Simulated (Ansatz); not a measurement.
## Where CCSD(T) holds and where it slips

Each species is computed at the geometry given (Å), with frozen cores, in Ansatz 0.2.0: RHF-CCSD(T) for singlets, UHF-CCSD(T) otherwise, and full CI in the same basis. The program picks the determinant by trial CCSD, so it needn't be the lowest Hartree–Fock solution. States: BF⁺ Σ⁺ or Δ, AlB⁺ Π, Be2 Σu⁻ or Δu. Cases whose determinant has another symmetry than full CI's state, or whose (Q) step broke down, weren't drawn.

Task: Judging by size, spin and bonding, rank them by the size of CCSD(T)'s error in total energy against full CI in the same basis, smallest first (an estimate).
A. BF⁺, doublet, 6-31G: B 0.000 0.000 0.000; F 0.000 0.000 1.494
B. Be2, quintet, aug-cc-pVDZ: Be 0.000 0.000 0.000; Be 0.000 0.000 2.024
C. AlB⁺, quartet, cc-pVDZ: B 0.000 0.000 0.000; Al 0.000 0.000 2.023

Result: B (23.5 meV), C (30.5 meV), A (43.9 meV).

| species | basis | correlated electrons | CCSD(T) − full CI (meV) | CCSDT(Q) − full CI (meV) | unpaired electrons (full CI) | T1 | ⟨S²⟩ of the determinant |
| --- | --- | --- | --- | --- | --- | --- | --- |
| Be2, quintet | aug-cc-pVDZ | 4 | 23.5 | 0.5 | 4.01 | 0.017 | 6.00 |
| AlB⁺, quartet | cc-pVDZ | 5 | 30.5 | 0.1 | 3.03 | 0.034 | 3.76 |
| BF⁺, doublet | 6-31G | 9 | 43.9 | -18.3 | 1.05 | 0.037 | 0.76 |

Unpaired electrons are Σ n²(2−n)² over natural occupations; an open shell counts its own unpaired electrons too. Frozen cores follow each run's orbitals, which moves totals by a few meV.
